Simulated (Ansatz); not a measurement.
fcc Ir, relaxed in Ansatz (plane waves) with several semilocal functionals. Each gives its own volume and its own bulk modulus:

| level | V0 (Å³/atom) | bulk modulus B0 (GPa) | ln V0 | ln B0 |
|---|---|---|---|---|
| PBEsol | 14.049 | 386.3 | 2.6426 | 5.9566 |
| r²SCAN-D4 | 14.106 | 386.4 | 2.6466 | 5.9569 |
| PBE-D3(BJ) | 14.162 | 373.4 | 2.6506 | 5.9227 |
| r²SCAN | 14.205 | 376.8 | 2.6536 | 5.9317 |
| PBE | 14.498 | 347.4 | 2.6740 | 5.8505 |
| BLYP | 15.244 | 292.6 | 2.7242 | 5.6788 |

**Question.** Fit a straight line to ln B0 against ln V0. What does it predict for RPBE, whose volume is 14.674 Å³/atom?

**Answer.** With x = ln V0 and y = ln B0: means 2.66527 and 5.88287; Σ(Δx Δy) = -0.01652, Σ(Δx²) = 0.004763, so the slope is -3.47. At x = 2.6861 the line gives y = 5.88287 + (-3.47) × (2.6861 − 2.66527) = 5.8106, or 333.8 GPa. The run with RPBE gives 331.0 GPa, -0.8 % from the line. The rows used scatter about it by up to 1.1 %, while the largest value lies 32 % above the smallest. For comparison, PBE's own equation of state has B′ = 5.1, the slope −d ln B/d ln V at a fixed functional; the two needn't agree, since functionals also differ at one volume.

Measured: 365 GPa (measured, corrected for temperature and zero-point phonon effects; as tabulated in Levämäki et al. (2014), arXiv:1402.3671).

Ansatz's density-functional and Hartree–Fock values are scalar-relativistic unless marked +SOC, with PAW data made under PBE.

Ansatz is an electronic-structure program.
